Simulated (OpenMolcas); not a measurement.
# One shape, several levels: N2 (nitrogen)

We compute a comparison of 6 runs (HF/STO-3G, HF/3-21G, M06-2X/def2-TZVPPD, PBE0/def2-TZVPPD, TPSS/def2-TZVPPD, CCSD(T)/def2-TZVPPD) of N2 (nitrogen). 

The results are computed with OpenMolcas 26.06.

## (1) The system as given

The species is N2 (2 atoms), meant as a singlet with charge 0. SMILES: `N#N`. Geometry: relaxed at PBE0-D4/def2-TZVP.

Bond lengths: N1–N2 1.090 Å.

## (2) Energy and gradient at HF/STO-3G (run 1)

Contents of test.input:

```
* N2 Hartree-Fock
&GATEWAY
BasLib=$CurrDir
Coord
2
bohr
N      0.87966751    -0.28402584     0.45315632
N     -0.87966751     0.28402584    -0.45315632
Basis=STO-3G
Group=NoSym
&SEWARD
&SCF
Thresholds=1e-10 1e-07 1e-07 1e-05
PrOrbitals=1 2
&ALASKA
```

The basis set STO-3G is read from a file made from the Basis Set Exchange's data (not shown).

Launch:

```console
$ export MOLCAS_MEM=1860
$ pymolcas test.input > test.log
```

The log of the run:

```text
--- Start Module: gateway ---
[...]
--- Stop Module: gateway /rc=_RC_ALL_IS_WELL_ ---
[...]
      Basis functions           10
[...]
--- Start Module: scf ---
[...]
       Convergence after   7 Iterations
[...]
::    Total SCF energy                               -107.4933803257
[...]
      Total spin, S                                     0.0000000000
[...]
      Total electronic charge=   14.000000
      Total            charge=   -0.000000
[...]
      Dipole Moment (debye):
      Origin of the operator (angstrom)=    0.0000    0.0000    0.0000
                   X=  3.2734E-14               Y= -1.3263E-14               Z=  2.0459E-14           Total=  4.0817E-14
      Quadrupole Moment (debye*angstrom):
[...]
--- Stop Module: scf /rc=_RC_ALL_IS_WELL_ ---
--- Start Module: alaska ---
[...]
 *              Molecular gradients               *
 **************************************************
  Irreducible representation: a
 ------------------------------------------------------------------------------------------
                              X                       Y                       Z
 ------------------------------------------------------------------------------------------
  N1               -1.55656087115492E-01    5.02580240733290E-02   -8.01854550963759E-02
  N2                1.55656087115492E-01   -5.02580240733272E-02    8.01854550963759E-02
 ------------------------------------------------------------------------------------------
--- Stop Module: alaska /rc=_RC_ALL_IS_WELL_ ---
[...]
```

Wall time 1.6 s (1 thread of Intel Xeon Platinum 8488C (Sapphire Rapids), shared host); peak memory 0.37 GiB.

## (3) Energy and gradient at HF/3-21G (run 2)

Contents of geom.xyz:

```xyz
2

N      0.465500    -0.150300     0.239800
N     -0.465500     0.150300    -0.239800
```

Contents of test.inp:

```
* N2 Hartree-Fock
>>> EXPORT MOLCAS_PRINT=2

&GATEWAY
  BasLib = $CurrDir
  Coord = geom.xyz
  Basis = 3-21G
  Group = NoSym

&SEWARD

&SCF
  Thresholds = 1e-10 1e-07 1e-07 1e-05
  PrOrbitals = 1 1

&ALASKA
```

The basis set 3-21G is read from a file made from the Basis Set Exchange's data (not shown).

Launch:

```console
$ export MOLCAS_MEM=1860
$ pymolcas test.inp > test.log
```

The log of the run:

```text
--- Start Module: gateway ---
[...]
--- Stop Module: gateway /rc=_RC_ALL_IS_WELL_ ---
[...]
      Basis functions           18
[...]
--- Start Module: scf ---
[...]
       Convergence after   8 Iterations
[...]
::    Total SCF energy                               -108.3008099863
[...]
      Total spin, S                                     0.0000000000
[...]
      Total electronic charge=   14.000000
      Total            charge=   -0.000000
[...]
      Dipole Moment (debye):
      Origin of the operator (angstrom)=    0.0000    0.0000    0.0000
                   X= -2.8219E-15               Y=  1.4991E-14               Z= -5.4322E-15           Total=  1.6193E-14
      Quadrupole Moment (debye*angstrom):
[...]
--- Stop Module: scf /rc=_RC_ALL_IS_WELL_ ---
--- Start Module: alaska ---
[...]
 *              Molecular gradients               *
 **************************************************
  Irreducible representation: a
 ------------------------------------------------------------------------------------------
                              X                       Y                       Z
 ------------------------------------------------------------------------------------------
  N1                1.91507877285950E-02   -6.18338001205965E-03    9.86543264725626E-03
  N2               -1.91507877285950E-02    6.18338001205787E-03   -9.86543264725803E-03
 ------------------------------------------------------------------------------------------
--- Stop Module: alaska /rc=_RC_ALL_IS_WELL_ ---
[...]
```

Wall time 1.8 s (1 thread of Intel Xeon Platinum 8488C (Sapphire Rapids), shared host); peak memory 0.37 GiB.

Runs 3 to 5 aren't shown in full; the table further down has their settings and results.

## (4) A single-point energy at CCSD(T)/def2-TZVPPD (run 6)

Contents of test.input:

```
&GATEWAY
 BasLib=$CurrDir
 Coord
 2
 angstrom
 N        0.465500      -0.150300       0.239800
 N       -0.465500       0.150300      -0.239800
 Basis=def2-TZVPPD
 Group=NoSym

&SEWARD

&SCF
 Thresholds=1e-10 1e-07 1e-07 1e-05
 PrOrbitals=0

&RASSCF
 FileOrb=$Project.ScfOrb
 Spin=1
 Nactel=0 0 0
 Inactive=7
 Ras2=0
 OutOrbitals=Canonical
 OrbListing=NoCore

&MOTRA
 JobIph
 Frozen=2

&CCSDT
 CCT
 Triples=2
 Iterations=80
 Accuracy=1e-08
 Extrapolation=5 4
```

The basis set def2-TZVPPD is read from a file made from the Basis Set Exchange's data (not shown).

Launch:

```console
$ export MOLCAS_MEM=1860
$ pymolcas test.input > test.log
```

The log of the run:

```text
--- Start Module: gateway ---
[...]
--- Stop Module: gateway /rc=_RC_ALL_IS_WELL_ ---
[...]
      Basis functions           74
[...]
       Convergence after   9 Iterations
[...]
::    Total SCF energy                               -108.9898751200
[...]
      Total spin, S                                     0.0000000000
[...]
      Number of active orbitals                  0
[...]
      Spin quantum number                      0.0
[...]
      Active orbitals                            0
[...]
      Number of CSFs                             1
[...]
      Number of root(s) required                 1
[...]
      Convergence after  4 iterations
[...]
      Natural orbitals and occupation numbers for root  1
      ************************************************************************************************************************
      *                                                    Final results                                                     *
      ************************************************************************************************************************
[...]
::    RASSCF root number  1 Total energy:   -108.98987512
[...]
      Total electronic charge=   14.000000
      Total            charge=   -0.000000
[...]
      Dipole Moment (debye):
      Origin of the operator (angstrom)=    0.0000    0.0000    0.0000
                   X=  2.5461E-13               Y= -1.0211E-13               Z=  1.2008E-13           Total=  2.9945E-13
      Quadrupole Moment (debye*angstrom):
[...]
--- Start Module: motra ---
[...]
      *** WARNING: Default frozen orbitals is overwritten by user input.
      *** Default values:   2
[...]
--- Stop Module: motra /rc=_RC_ALL_IS_WELL_ ---
--- Start Module: ccsdt ---
[...]
      Convergence after                    14  Iterations
      Total energy (diff) :    -109.36036751      -0.00000001
[...]
 METHOD                       : CCSD+T(CCSD)+<T3(1)WT1> = CCSD(T)
[...]
       CCSD     =      -109.3603675053843
[...]
--- Stop Module: ccsdt /rc=_RC_ALL_IS_WELL_ ---
[...]
```

Wall time 11 s (1 thread of Intel Xeon Platinum 8488C (Sapphire Rapids), shared host); peak memory 0.43 GiB.

## (5) The series

```
run                level  integration grid      task  energy (Eh)  dipole moment (D) of the reference  HOMO energy (eV)  LUMO energy (eV)  wall time
  1            HF/STO-3G                 –  gradient  -107.493380                                0.00            -14.74              7.75      1.6 s
  2             HF/3-21G                 –  gradient  -108.300810                                0.00            -16.75              4.96      1.8 s
  3   M06-2X/def2-TZVPPD         UltraFine  gradient  -109.536343                                0.00            -13.94              0.93      9.3 s
  4     PBE0/def2-TZVPPD         UltraFine  gradient  -109.446815                                0.00            -12.21             -0.46      7.8 s
  5     TPSS/def2-TZVPPD         UltraFine  gradient  -109.588983                                0.00            -10.42             -1.63       10 s
  6  CCSD(T)/def2-TZVPPD                 –    energy  -109.378621                                0.00            -16.81              3.43       11 s
```

## (6) Summary of results

```
                                          quantity          value
                               run 6: total energy  -109.37862 Eh
         run 6: dipole moment (mean-field density)         0.00 D
        run 6: HOMO energy (Hartree–Fock orbitals)      -16.81 eV
        run 6: LUMO energy (Hartree–Fock orbitals)        3.43 eV
      run 6: HOMO–LUMO gap (Hartree–Fock orbitals)       20.24 eV
run 6: correlation energy (2 core orbitals frozen)     -388.7 mEh
                             run 6: (T) correction     -18.25 mEh
```

**Reading.** Over runs 1, 2, 3, 4, 5 the HOMO–LUMO gap runs from 8.79 eV (TPSS/def2-TZVPPD) to 22.49 eV (HF/STO-3G). The two ends differ in method and basis. Totals of different functionals can't be ranked against each other. In run 1 the basis is minimal, so the values are rough. All runs together took 42 s, the longest 11 s.
